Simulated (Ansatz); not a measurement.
**BNH (quartet): the correlation ladder at distance B1–H3 = 1.319 Å, cc-pVDZ**

How much of the correlation energy of BNH (quartet) does each wave-function method recover here?

Computed with Ansatz 0.2.0, Gaussian basis. Level: cc-pVDZ, core rule «outside noble gas», up to 2 orbitals frozen.

Plan: UHF; CCSD(T) on ROHF; CCSD(T) on UHF; BCCD(T) on ROHF; CISD; CCSDT(Q) on ROHF; CCSDT(Q) on UHF; CASSCF and MRCISD+Q, 5 electrons in 5 orbitals; CASSCF and NEVPT2, 5 electrons in 5 orbitals; CASSCF and MRCISD+Q, 9 electrons in 9 orbitals; CASSCF and NEVPT2, 9 electrons in 9 orbitals.

19 further runs of the same task are left out: 2 for a known fault of the program, 1 for a mislabelled method, 14 that didn't finish, 2 set aside as unsound or not needed.

**1. The system**

The geometry derives from a PBE0/def2-TZVP stationary point (not a proven minimum). One bond is set to the value named and the two fragments are kept rigid.

3 atoms, charge 0, spin multiplicity 4.

Atoms are counted from 1 here; the program's logs count them from 0.

Bond lengths: B1–N2 1.503 Å, B1–H3 1.319 Å. Angles: N2–B1–H3 117.0°.

**2. UHF**

Contents of in.yaml:

```yaml
crystal:
  periodic: [false, false, false]
  atoms:
    - {symbol: B, position_ang: [0.000000, -0.188734, 0.770282]}
    - {symbol: N, position_ang: [0.000000, 0.083919, -0.707707]}
    - {symbol: H, position_ang: [0.000000, 0.858162, 1.572634]}
basis:
  gaussian: {orbitals: cc-pVDZ}
magnetization: {spin_polarized: true, initial_magnetization: 3}
hamiltonian: {xc: hf}
output: {orbitals: {seedname: orbitals}}
```

Started as:

```
$ ansatz run in.yaml --threads 1 --pin off --events-out ev --progress --plain --max-ram 2393MiB
```

The runs that follow: CCSD(T) on ROHF; CCSD(T) on UHF; BCCD(T) on ROHF; CISD; CCSDT(Q) on ROHF; CCSDT(Q) on UHF; CASSCF and MRCISD+Q, 5 electrons in 5 orbitals; CASSCF and NEVPT2, 5 electrons in 5 orbitals; CASSCF and MRCISD+Q, 9 electrons in 9 orbitals; CASSCF and NEVPT2, 9 electrons in 9 orbitals.

Q: Predict the results of all the runs planned. Wanted: UCCSDT(Q) below the RHF energy; RMP2 from UCCSDT(Q); UMP2 from UCCSDT(Q); RCCSD from UCCSDT(Q); RCCSD(T) from UCCSDT(Q); UCCSD(T) from UCCSDT(Q); RCCSDT(Q) from UCCSDT(Q); MRCISD+Q pair from UCCSDT(Q); NEVPT2 valence from UCCSDT(Q).

**Answer**, as computed:

| quantity | value |
| --- | --- |
| UCCSDT(Q) below the RHF energy | -5.2615 eV |
| RMP2 from UCCSDT(Q) | +995.4 meV |
| UMP2 from UCCSDT(Q) | +1004.7 meV |
| RCCSD from UCCSDT(Q) | +146.7 meV |
| RCCSD(T) from UCCSDT(Q) | +34.3 meV |
| UCCSD(T) from UCCSDT(Q) | +33.1 meV |
| RCCSDT(Q) from UCCSDT(Q) | +1.9 meV |
| MRCISD+Q pair from UCCSDT(Q) | +28.0 meV |
| NEVPT2 valence from UCCSDT(Q) | +798.6 meV |
| MRCISD+Q valence from UCCSDT(Q) | +21.1 meV |
| levels within 1 kcal/mol (43 meV) | RCCSD(T), UCCSD(T), BCCD(T), RCCSDT, UCCSDT, RCCSDT(Q), MRCISD+Q pair, MRCISD+Q valence |
| T1 diagnostic | 0.025 |
| effectively unpaired electrons | 3.01 |

**Reading.** RCCSD(T) misses by +34.3 meV, 0.7 % of the correlation energy. One determinant dominates. Of the multireference levels listed MRCISD+Q valence comes nearest in total energy (+21.1 meV), which doesn't show that its space is the better one. These misses are within one basis, not against nature; the frozen cores of restricted and unrestricted runs differ, which can shift their rows.
